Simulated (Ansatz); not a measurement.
`C=Cc1ccco1` + H₂ → `c1ccoc1` + `C=C` at 298.15 K and 1 bar (hydrogenolysis of a C–C bond).

Calculated with Ansatz (gas phase, PBE0-D4/def2-TZVP geometries, no zero-point term in ΔE). CCSD(T)/CBS is the MP2 limit (def2-TZVPP, def2-QZVPP) plus CCSD(T) − MP2 in def2-TZVPP, frozen cores. This one scheme is used for every species. Each species was taken in one conformer, which may not be the lowest.

```tsv
species	CCSD(T)/CBS energy (Eh)	H − E (kJ/mol)	S (J/(mol·K))
`C=Cc1ccco1`	-307.05264	289.9	321.5
H₂	-1.17544	35.1	130.4
`c1ccoc1`	-229.75407	197.0	266.2
`C=C`	-78.48111	144.6	218.9
```

H − E and S are ideal-gas, rigid-rotor, harmonic terms from PBE0-D4/def2-TZVP, for one conformer and one mirror image of each species. The MP2-based limit puts H₂ 0.8 mEh under its directly extrapolated value; such offsets cancel only in part. 1 Eh = 2625.50 kJ/mol, R = 8.31446 J/(mol·K).

Question: By hand: ΔE, ΔH, ΔS and ΔG.

Answer: ΔE = (-229.75407) + (-78.48111) − (-307.05264) − (-1.17544) = -0.00710 Eh = -18.6 kJ/mol. Δ(H − E) = 197.0 + 144.6 − 289.9 − 35.1 = 16.6, so ΔH = -2.0 kJ/mol. ΔS = 266.2 + 218.9 − 321.5 − 130.4 = 33.2 J/(mol·K). ΔG = -2.0 − 298.15 × (33.2)/1000 = -11.9 kJ/mol.

Question: By hand: the equilibrium constant, and the temperature at which ΔG would vanish if ΔH and ΔS stayed fixed.

Answer: log₁₀ K = −ΔG/(RT ln 10) = 2.1. ΔH and −TΔS have one sign here, so there is no such temperature.

TΔS isn't small against ΔH here. A doubt of 5 kJ/mol in ΔE shifts log₁₀ K by 0.9 here. Other conformers and mirror images would add mixing entropy, several J/(mol·K) or more a flexible species. These are equilibria of isolated gas molecules and say nothing of rates. Largest T1 diagnostic: 0.013 (customary marks: 0.02 for closed shells, 0.045 for open ones).
